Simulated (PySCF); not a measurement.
## Spin states of NH

Unrestricted PBE0; H def2-TZVPP, N def2-TZVPP; no relativity (PySCF 2.14). Outer shells of the fragments: H 1s1; N 2s2 2p3.

Followed along the bond (rough minima from three points):

```csv
2Ms+1,unpaired,⟨S²⟩ at the start,R at minimum (Å),Te (eV)
3,π ↑↑,2.01,1.04,0.00
1,π ↑↓,1.00,1.04,0.60
```

Solutions found at the starting distance of 0.975 Å, counted from the lowest of them; the search is not exhaustive and high or unbound solutions are not listed, so other states can lie among these:

| 2Ms+1 | unpaired | term | E (eV) | ⟨S²⟩ | ⟨Lz²⟩ | μ (D) |
| --- | --- | --- | --- | --- | --- | --- |
| 3 | π ↑↑ | ³Σ⁻ | 0.00 | 2.01 | 0.00 | -1.62 |
| 1 | π ↑↓ | mixed | 0.60 | 1.00 | 2.01 | -1.61 |
| 1 | none | mixed | 2.43 | 0.00 | 2.00 | -1.62 |
| 3 | σ ↑, π ↑ | ³Π | 3.63 | 2.00 | 1.01 | -1.20 |
| 1 | σ ↓, π ↑ | mixed | 4.41 | 1.01 | 1.01 | -1.35 |
| 5 | σ ↑↑, π ↑↑ | ⁵Σ⁻ | 9.57 | 6.00 | 0.00 | 4.19 |
| 3 | σ ↑, π ↑ | ³Π | 9.71 | 2.00 | 1.00 | 3.79 |
| 1 | σ ↓, π ↑ | mixed | 9.90 | 1.00 | 1.00 | 3.97 |

A term symbol is given only where ⟨S²⟩ and ⟨Lz²⟩ are close to those of a pure state; real π, δ and φ orbitals otherwise mix terms. A positive dipole means H(−)N(+).

The measured ground state is X ³Σ- (Huber and Herzberg, Constants of Diatomic Molecules (1979)).

Counting both spins, an empty level lies below a filled one in some of these solutions, because spin and occupation are held.
